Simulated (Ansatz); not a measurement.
# H2PSi: the cost of one run

Computed with Ansatz 0.2.0, Gaussian basis. Level: def2-TZVPP, core rule «outside noble gas», up to 10 orbitals frozen.

To be run: UHF; ROHF; CCSD(T) on UHF.

### 1 The system

The geometry is a PBE0/def2-TZVP stationary point (not a proven minimum) of the parent state, kept for this charge and spin.

4 atoms, charge 0, spin multiplicity 6.

Atoms are counted from 1 here; the program's logs count them from 0.

Bond lengths: Si1–P2 2.275 Å, Si1–H3 1.499 Å, P2–H4 1.427 Å. Angles: P2–Si1–H3 115.3°, Si1–P2–H4 96.5°.

### 2 UHF

Input file in.yaml:

```yaml
crystal:
  periodic: [false, false, false]
  atoms:
    - {symbol: Si, position_ang: [-0.059994, -0.083342, 1.179230]}
    - {symbol: P, position_ang: [0.000332, 0.090462, -1.088224]}
    - {symbol: H, position_ang: [0.995175, 0.691262, 1.910267]}
    - {symbol: H, position_ang: [0.666308, -1.148881, -1.327757]}
basis:
  gaussian: {orbitals: def2-TZVPP}
magnetization: {spin_polarized: true, initial_magnetization: 5}
hamiltonian: {xc: hf}
output: {orbitals: {seedname: orbitals}}
```

Run with:

```sh
$ ansatz run in.yaml --threads 1 --pin off --events-out ev --progress --plain --max-ram 4096MiB --backend cpu
```

Q: Estimate wall time and peak memory on 1 thread of AMD EPYC 7R13, shared host.

About 6.5 s, with a peak of 0.27 GiB.
